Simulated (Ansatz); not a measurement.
Saddle point of CH6NSi, doublet (CH₆NSi ([CH2][NH][SiH3]) → CH₆NSi ([NH][CH2][SiH3]); bonds formed: C1–Si3; bonds broken: N2–Si3), PBE0-D4/def2-TZVP structure:

```
9
angstrom
C -1.0504 -0.7239 0.4573
N -0.1992 -1.6621 0.6126
Si 0.6943 1.0752 -0.7173
H -1.3371 -0.0042 1.2312
H -1.6390 -0.6982 -0.4608
H 0.2415 -1.6015 1.5309
H 0.5871 2.4906 -1.1726
H 1.6981 0.9517 0.3698
H 1.0048 0.1724 -1.8513
```

Energies are electronic, without zero-point energy. Barriers and step energies count from the start structure reached by relaxing down the imaginary mode; all methods use the PBE0-D4 structures, on which another method's saddle can fall below an end. Computed with Ansatz 0.2.0 (basis: def2-TZVPP, with def2-QZVPP for the basis limit); correlated methods freeze the cores; orbitals are unrestricted. B3LYP uses VWN-RPA correlation. Extrapolation: Hartree–Fock as exp(−7.88 √X), correlation as X^−2.97.

| method | barrier (kJ/mol) | step energy (kJ/mol) |
| --- | --- | --- |
| SPW92 | 167.4 | 84.7 |
| PBE-D4 | 141.9 | 69.5 |
| BLYP-D4 | 136.3 | 73.3 |
| r2SCAN-D4 | 158.9 | 72.5 |
| B97M-V | 155.0 | 67.7 |
| PBE0-D4 | 161.1 | 71.7 |
| B3LYP-D4 | ? | 76.3 |
| r2SCAN0-D4 | 171.5 | 73.9 |
| BHLYP-D4 | 174.7 | 76.6 |
| CAM-B3LYP-D4 | 170.5 | 81.6 |
| wB97X-V | ? | 73.3 |
| wB97M-V | 167.6 | 76.3 |
| B2PLYP | 161.2 | 79.2 |
| PBE-QIDH | 176.4 | 77.6 |
| RPA on PBE | ? | 67.4 |
| HF | 169.8 | 65.0 |
| MP2 | 188.4 | 89.1 |
| CCSD | 160.6 | 73.3 |
| CCSD(T) | 155.2 | 73.1 |

(1) Fill in the withheld barriers. (To be estimated.)

No T1 diagnostic of these runs exceeds 0.034. ⟨S²⟩ of the unrestricted Hartree–Fock references: 0.76 to 0.93 (a pure state has 0.75). The unrestricted reference is spin-contaminated, which hurts MP2 most.

Answers

(1) The calculation gives: B3LYP-D4 154.1; wB97X-V 171.4; RPA on PBE 145.2 kJ/mol. Each is the energy of the saddle less that of the start structure, by the same method.

For comparison, the barrier by CCSD(T) at an estimated basis limit (MP2 extrapolated from triple and quadruple zeta, plus CCSD(T) − MP2 in triple zeta) is 163.0 kJ/mol.

Radical steps of this kind take place in plasma deposition and etching.

Labels in which every atom is bracketed show which atoms are joined, not bond orders.

For scale, one of the runs: CCSD(T)/def2-TZVPP, 188 basis functions, launched by `ansatz run in.yaml --threads 4 --pin off --events-out ev --progress --plain --max-ram 9574MiB`. The run took 2.8 min on 4 CPU threads of an AMD EPYC (shared host), with 4.9 GiB of host memory at its peak.
